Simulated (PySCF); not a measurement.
C₃H₆FN.
Z-matrix (Å and degrees, PBE0-D3(BJ)/def2-SVP geometry), rows numbered from 1:
```
C 
N   1  1.4339
C   2  1.2619  1  118.90
C   3  1.4962  2  121.48  1  -177.72
F   4  1.3708  3  110.15  2  -143.47
H   1  1.1083  2  114.20  3    -0.44
H   1  1.1022  2  109.44  3   121.64
H   1  1.1021  2  109.27  3  -122.53
H   3  1.1118  2  123.22  1     0.77
H   4  1.1016  3  109.72  2   -21.83
H   4  1.1062  3  109.65  2    97.36
```

Computed, not measured: MP2 and CCSD/aug-cc-pVDZ in PySCF, restricted Hartree–Fock reference, 5 core orbitals frozen, non-relativistic, gas phase, PBE0-D3(BJ)/def2-SVP geometry.

E(HF) = -270.98810 Eh.

Task: How large is the problem?

Result: 169 basis functions and 40 electrons; 5 orbitals frozen, which leaves o = 15 correlated occupied and v = 149 virtual orbitals. That is o·v = 2235 singles and o·v(o·v + 1)/2 = 2498730 distinct closed-shell doubles amplitudes before symmetry; the costliest CCSD step grows as o²v⁴ = 1.1 × 10^11.

Task: What are the MP2 and CCSD correlation energies?

Result: MP2 -0.8017 Eh and CCSD -0.8455 Eh, which gives totals of -271.78979 and -271.83357 Eh. That is 0.767 eV for each correlated electron at CCSD (2220 kJ/mol in all, 0.311 % of the total energy); MP2 gives 94.8 % of the CCSD value.

Task: What is the T1 diagnostic?

Result: 0.0123, below the customary warning level of 0.02. It is the norm of the spatial-orbital singles amplitudes over the root of the number of correlated electrons, so the norm is 0.067.

Task: How does correlation change the dipole moment?

Result: HF gives 1.66 D and CCSD (unrelaxed density) 1.60 D, a change of -0.06 D.

No triples correction and no basis-set extrapolation were made.

One conformer stands for the species.
